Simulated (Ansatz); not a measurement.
Reaction (SMILES): FC(F)(F)F → F[C](F)F + F atom
B3LYP-D3(BJ)/def2-TZVP geometries, fixed; electronic energies without zero-point terms.

The bond dissociation energy at CCSD(T) with Ansatz (an electronic-structure program), in kcal/mol, split into its Hartree-Fock and correlation parts. Cores are frozen. Open shells are unrestricted. No added dispersion term, no relativity. Functions are those of the species that has most.

```tsv
basis	X	functions	Hartree-Fock	CCSD(T)
cc-pVDZ	2	70	88.86	124.62
cc-pVTZ	3	150	90.51	130.26
cc-pVQZ	4	275	90.01	131.70
```

Worked estimate of the basis-set limit from each neighbouring pair, with Hartree-Fock from the larger set and the correlation part extrapolated as X^-3.
Correlation parts: X = 2: 35.76, X = 3: 39.75, X = 4: 41.69.
- (2,3): (27·(39.75) - 8·(35.76))/19 = 41.43; with Hartree-Fock 90.51 the estimate is 131.94 kcal/mol.
- (3,4): (64·(41.69) - 27·(39.75))/37 = 43.11; with Hartree-Fock 90.01 the estimate is 133.12 kcal/mol.
The last two estimates differ by 1.18 kcal/mol; the largest set lies 1.42 from the last. Over the last step Hartree-Fock moves by -0.50 and the correlation part by 1.94.
